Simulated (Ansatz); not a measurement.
**Relaxing Be3Tl**

Level of theory: DFT PBE, scalar-relativistic, plane waves, PAW in Ansatz. Cutoff 420 eV, Γ-centred k mesh, Gaussian smearing, no spin polarisation in the final step.

The start is a random cell of Be3Tl with space group P6_3cm (No. 185), drawn with lower limits on the distances.

```xyz
8
Lattice="5.0483 0.0000 0.0000 -2.5242 4.3720 0.0000 0.0000 0.0000 5.7976" Properties=species:S:1:pos:R:3 pbc="T T T"
Be    1.6828    0.0000    0.3925
Be   -0.8414    1.4573    0.3925
Be    1.6828    2.9147    0.3925
Be    3.3656    0.0000    3.2913
Be    0.8414    1.4573    3.2913
Be   -1.6828    2.9147    3.2913
Tl    0.0000    0.0000    1.7046
Tl    0.0000    0.0000    4.6034
```

Cell and atoms relax at zero pressure; the relaxation can't lower the symmetry of the start. After a coarse first stage the cell is made exact in the group found at 0.06 Å.

Energies over the elements count from the elements' standard structures at the same level, with no empirical corrections.

(1) What does it relax into?

(2) What are its volume, energy, density and gap?

Results:

(1) It ends in P6/mmm (No. 191). Conventional cell: a = 4.361 Å, c = 3.464 Å. Around Be lie 4 Be at 2.18 Å; Tl has 12 Be at 2.78 Å.

Space group P6/mmm (No. 191). a = 4.361 Å, b = 4.361 Å, c = 3.464 Å, α = 90.00°, β = 90.00°, γ = 120.00°
| atom | site | symmetry | x | y | z |
| --- | --- | --- | --- | --- | --- |
| Be | 3f | mmm | 0.5000 | 0.0000 | 0.0000 |
| Tl | 1b | 6/mmm | 0.0000 | 0.0000 | 0.5000 |

(2) The volume per atom is 14.26 Å³ and the density is 6.74 g/cm³. The energy over the elements is 0.61 eV/atom and the gap on the 12×12×14 mesh is 0 eV (a metal).

The final run used a 12×12×14 mesh on its 4-atom cell and 0.10 eV smearing. For metals, differences of a few meV/atom aren't resolved. Spin–orbit coupling is left out. A structure relaxed within its symmetry needn't be a true minimum.

Cost: 2 runs of about 3 core-minutes in all, on AMD EPYC 7R43 (Zen 3) (shared hosts).